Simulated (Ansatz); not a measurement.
# O2F (SMILES [O]OF) at UCCSD/STO-3G

Aim: the vertical ionisation energy of O2F at UCCSD/STO-3G, from 2 runs. 

Program for the calculation: Ansatz 0.2.0.

**1. The system as given**

The species is O2F (3 atoms), meant as a doublet with charge 0. As SMILES, `[O]OF`. Geometry: relaxed at GFN2-xTB.

Bond lengths: O1–O2 1.194 Å. A long bond or contact: O2–F3 1.563 Å.

**2. A single-point energy at UCCSD/STO-3G**

Contents of in.yaml:

```yaml
crystal:
  periodic: [false, false, false]
  atoms:
    - {symbol: O, position_ang: [0.949760, -0.292600, 0.491570]}
    - {symbol: O, position_ang: [0.124690, 0.486900, 0.122000]}
    - {symbol: F, position_ang: [-1.074440, -0.194290, -0.613560]}
basis:
  gaussian: {orbitals: STO-3G}
magnetization: {spin_polarized: true, initial_magnetization: 1}
correlation: {method: ccsd, frozen_orbitals: {F: 1, O: 1}}
accuracy: high
scf: {omitted_lower_state_checks: [cluster_reference, increment]}
```

Command:

```bash
ansatz run in.yaml --threads 1 --pin off --max-ram 2610MiB --events-out events.jsonl --progress --plain --runs-dir runs
```

The program printed, shortened:

```text
Warning: RAYON_NUM_THREADS=1 ignored (pool sized by the plan → 1); use --threads N
Functional definition: HF
  name "HF"
[...]
250 factors; integrals over basis functions are off by at most 3.6e-8 eV
[...]
mean field -6682.84905018 eV, -245.5901727963 hartree, gradient 5.1e-8 eV, S^2 1.373873; 17 other end points of the search recorded, 0 dependent functions left out
3 core orbitals not correlated: weight in the atoms' cores, before any rotation towards them, 1.000 or more for the frozen orbitals, at most 0.000 for the correlated occupied ones
reference -6682.84905018 eV, -245.5901727963 hartree; 10, 9 occupied and 2, 3 virtual orbitals, 250 factors
second order -1.91340510 eV of doubles, -0.00000000 eV of singles
cycle   1  -2.27926753 eV  change   -3.7e-1 eV  update   8.4e-2
[...]
cycle  41  -3.40032773 eV  change   4.1e-10 eV  update  6.5e-10
Total energy: -6686.24937791 eV, -245.7151325356 hartree
Checks for a lower state left out: cluster_reference, increment
```

Run time: 0.46 s. Hardware: 1 thread of Arm Neoverse V2, shared host.

**3. The singlet cation at the same level**

Contents of run.yaml:

```yaml
crystal:
  periodic: [false, false, false]
  atoms:
    - {symbol: O, position_ang: [0.949760, -0.292600, 0.491570]}
    - {symbol: O, position_ang: [0.124690, 0.486900, 0.122000]}
    - {symbol: F, position_ang: [-1.074440, -0.194290, -0.613560]}
basis:
  gaussian:
    orbitals: STO-3G
total_charge: 1
correlation:
  method: ccsd
  frozen_orbitals: {F: 1, O: 1}
accuracy: high
scf:
  omitted_lower_state_checks: [cluster_reference, increment]
```

Command:

```bash
ansatz run run.yaml --threads 1 --pin off --max-ram 2610MiB --events-out events.jsonl --progress --plain --runs-dir runs
```

The program printed, shortened:

```text
Warning: RAYON_NUM_THREADS=1 ignored (pool sized by the plan → 1); use --threads N
[... 2 set-up lines as earlier in the session ...]
[...]
250 factors; integrals over basis functions are off by at most 3.6e-8 eV
[...]
mean field -6671.75227433 eV, -245.1823738055 hartree, gradient 2.6e-8 eV, S^2 0.000000; 5 other end points of the search recorded, 0 dependent functions left out; unrestricted orbitals would lower it
3 core orbitals not correlated: weight in the atoms' cores, before any rotation towards them, 1.000 or more for the frozen orbitals, at most 0.000 for the correlated occupied ones
reference -6671.75227433 eV, -245.1823738055 hartree; 9, 9 occupied and 3, 3 virtual orbitals, 250 factors
second order -5.12101936 eV of doubles, -0.00000000 eV of singles
cycle   1  -5.42599432 eV  change   -3.0e-1 eV  update   1.5e-1
[...]
cycle  33  -6.42205965 eV  change   -1.2e-9 eV  update   1.6e-9
Total energy: -6678.17433398 eV, -245.4183801445 hartree
Checks for a lower state left out: cluster_reference, increment
```

Wall time 0.2 s (1 thread of Arm Neoverse V2, shared host).

**4. Results**

At UCCSD/STO-3G, 3 core orbitals frozen:

| quantity | value |
| --- | --- |
| doublet O2F: total energy | -245.71513 Eh |
| doublet O2F: correlation energy (3 core orbitals frozen) | -125.0 mEh |
| doublet O2F: ⟨S²⟩ of the reference determinant | 1.374 |
| doublet O2F: T1 diagnostic | 0.058 |
| singlet cation: total energy | -245.41838 Eh |
| singlet cation: correlation energy (3 core orbitals frozen) | -236.0 mEh |
| singlet cation: T1 diagnostic | 0.058 |
| vertical ionisation energy (to the singlet cation) | 8.075 eV |

Removing an electron at fixed nuclei costs 8.08 eV (186 kcal/mol). Only the singlet of the ionised species was computed; a triplet could lie lower. In a minimal basis such a difference can be off by several eV, whatever the method. ⟨S²⟩ (doublet O2F) is 1.37 where a pure doublet has 0.75: the reference is spin-contaminated. The T1 diagnostic (doublet O2F) of 0.058 is above the customary mark for such species, so a single reference may not serve. The T1 diagnostic (singlet cation) of 0.058 is above the customary mark for such species, so a single reference may not serve.
